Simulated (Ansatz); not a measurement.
Forces on a displaced structure

C$_{3}$H$_{7}$ (SMILES C[CH+]C) (charge +1), closed shell, displaced at random from a GFN2-xTB minimum.

```tsv
atom	x (Å)	y (Å)	z (Å)
C1	-0.8823	0.7951	-0.4504
C2	0.1640	-0.1542	-0.4434
C3	0.7757	-0.7074	0.7799
H4	-1.7398	0.3604	-1.0410
H5	-0.6073	1.6366	-1.1284
H6	-1.2355	1.1339	0.4972
H7	0.5529	-0.4808	-1.3746
H8	0.7363	-1.7741	0.7355
H9	0.3457	-0.3340	1.6960
H10	1.8558	-0.5079	0.7511
```

Ansatz 0.2.0; basis: def2-TZVPP; cores frozen in the correlated methods.

CCSD(T) forces from the calculation:
```
atom      Fx      Fy  Fz (eV/Å)
  C1  -1.023   0.550     -1.165
  C2   0.635  -0.394      1.865
  C3  -0.263   1.138     -0.629
  H4   0.523   0.092      0.205
  H5  -0.021  -0.277      0.175
  H6  -0.084   0.186      0.663
  H7   0.356  -0.381     -0.959
  H8  -0.070  -1.139     -0.151
  H9  -0.166   0.129      0.161
 H10   0.112   0.096     -0.165
```

Which atom feels the largest CCSD(T) force, and how large is it?

C2, 2.01 eV/Å, along (0.32, -0.20, 0.93).

Root-mean-square difference of the force components from those of CCSD(T): PBE0-D4 0.179; wB97M-V 0.095; r2SCAN-D4 0.175; PBE-D4 0.263; revPBE-D4 0.218; CAM-B3LYP-D4 0.140 eV/Å.

The T1 diagnostic stays at or below 0.016. These are differences at one structure, and CCSD(T) in triple zeta is itself an approximation.

For scale, one of the runs: CCSD(T)/def2-TZVPP forces, 191 basis functions, launched by `ansatz run in.yaml --threads 4 --pin off --events-out ev --progress --plain --max-ram 5222MiB`. Hardware: 4 CPU threads, shared host. Wall time 110 s; peak host memory 4.3 GiB.
